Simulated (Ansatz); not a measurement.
## Which is lower?

Two relaxed structures of AlBSiH₆, closed shell (PBE0-D4/def2-TZVP; forces vanish, vibrations not checked).

A:

B1  (-1.193, 1.038, -1.573)
Al2  (0.275, 0.908, -0.065)
Si3  (0.677, -1.206, 1.139)
H4  (-0.967, 0.783, -2.724)
H5  (-2.333, 1.336, -1.343)
H6  (1.178, 2.160, 0.338)
H7  (2.019, -1.755, 0.780)
H8  (-0.326, -2.264, 0.832)
H9  (0.670, -1.002, 2.617)
(Å)

B:

```
atom    x (Å)    y (Å)    z (Å)
  B1   0.2202   0.7000   0.0991
 Al2  -1.1136   0.9135  -1.5162
 Si3   0.5833  -1.0289   1.0510
  H4  -0.6545   0.6094  -3.0103
  H5  -2.6251   1.3418  -1.2517
  H6   0.8824   1.6251   0.4849
  H7   1.8236  -1.5483   0.3942
  H8  -0.4716  -2.0675   0.8840
  H9   0.8600  -0.8830   2.5074
```

Computed with Ansatz 0.2.0 (basis: def2-TZVPP); correlated methods freeze the cores. B3LYP uses VWN-RPA correlation.

(1) Which structure is lower at CCSD(T), and by how much? (An estimate is asked for; the value comes from the calculation.)

No T1 diagnostic of these runs exceeds 0.014.

## Answers

(1) By the calculation: A, by 0.165 eV (electronic energy, against the other). By their contacts, A is AlBSiH₆ ([BH2][AlH][SiH3]) and B is AlBSiH₆ ([AlH2][BH][SiH3]).

All methods give the same order:

```csv
method,E(B) − E(A) (eV)
PBE-D4,0.179
r2SCAN-D4,0.155
PBE0-D4,0.183
B3LYP-D4,0.150
wB97M-V,0.124
HF,0.162
MP2,0.151
CCSD,0.166
CCSD(T),0.165
```

Labels in which every atom is bracketed show which atoms are joined, not bond orders.

For scale, one of the runs: CCSD(T)/def2-TZVPP, 199 basis functions, launched by `ansatz run in.yaml --threads 2 --pin off --events-out ev --progress --plain --max-ram 4352MiB`. The run took 35 s on 2 CPU threads of an Arm Neoverse V1 (shared host), with 2.1 GiB of host memory at its peak.
